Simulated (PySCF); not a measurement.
Method: PBE-D3(BJ)/def2-TZVP // PBE0-D3(BJ)/def2-TZVP (PySCF). Gas-phase values, no solvent. Delta-SCF ions had no search for a lower state. Excitations are Tamm–Dancoff values on a coarser integration grid. The basis has no diffuse functions, so Rydberg states are missing or too high.

Reference species (SMILES): `FB(F)F` (neutral, multiplicity 1).

```json
{
 "HOMO": "-9.99 eV",
 "S1–T1 gap (TDA)": "0.23 eV",
 "vertical ionisation energy (Delta-SCF)": "14.42 eV",
 "S1 excitation (TDA)": "9.73 eV"
}
```

Changed species: `FB(F)Cl` (1 of 3 F replaced by Cl; the reference has 0 of 3 F replaced by Cl).

Q: What does the change do to the HOMO, S1–T1 gap (TDA), vertical ionisation energy (Delta-SCF) and S1 excitation (TDA)?

A: the HOMO goes up by 1.63 eV, to -8.36 eV; the S1–T1 gap (TDA) falls by 0.03 eV, to 0.20 eV; the vertical ionisation energy (Delta-SCF) drops by 1.98 eV, to 12.44 eV; the S1 excitation (TDA) falls by 2.57 eV, to 7.16 eV.
